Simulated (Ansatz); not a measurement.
Reaction: N2H4 (hydrazine, SMILES NN) → N2H3 (SMILES [NH]N, doublet) + H (doublet) (the H-N bond breaks)
Each species at its own B3LYP-D3(BJ)/def2-TZVP minimum (Ansatz, a program for electronic structure).

Property: bond dissociation energy (electronic), in kJ/mol. UHF or UKS for unpaired electrons; spin-orbit terms are left out. CBS(X,Y): correlation extrapolated as X^-3, Hartree-Fock from the larger set (Q,5: extrapolated as (X+1)exp(-9√X)). A bracket is a step between two methods taken in the basis named. The functionals are non-relativistic, so their misses hold any scalar relativity. Double hybrids freeze cores in their MP2 part. '+ core + X2C': CCSD(T) terms for core correlation (cc-pwCVTZ) and scalar relativity (cc-pVTZ-DK). For partners of very few electrons the exact lower level stands in for a higher one.

CCSD(T)/CBS(cc-pVQZ,cc-pV5Z) + [CCSDT(Q) - CCSD(T)]/cc-pVDZ + core + X2C (Ansatz) gives 375.3 kJ/mol.

### Question
How far off this value is PBE/def2-TZVPD (Ansatz), in which direction, and which of these levels come nearer: B3LYP/def2-TZVPD, PBE0/def2-TZVPD, wB97M-V/def2-TZVPD, B2PLYP/def2-TZVPD, CCSD(T)/CBS(cc-pVQZ,cc-pV5Z) + core + X2C?

### Answer
PBE gives 347.7 kJ/mol, 27.6 kJ/mol below it. Differences of the others: B3LYP/def2-TZVPD (Ansatz) -19.4; PBE0/def2-TZVPD (Ansatz) -23.0; wB97M-V/def2-TZVPD (Ansatz) -7.0; B2PLYP/def2-TZVPD (Ansatz) -16.8; CCSD(T)/CBS(cc-pVQZ,cc-pV5Z) + core + X2C (Ansatz) 0.3 kJ/mol. Nearer than PBE: B3LYP/def2-TZVPD, PBE0/def2-TZVPD, wB97M-V/def2-TZVPD, B2PLYP/def2-TZVPD, CCSD(T)/CBS(cc-pVQZ,cc-pV5Z) + core + X2C.
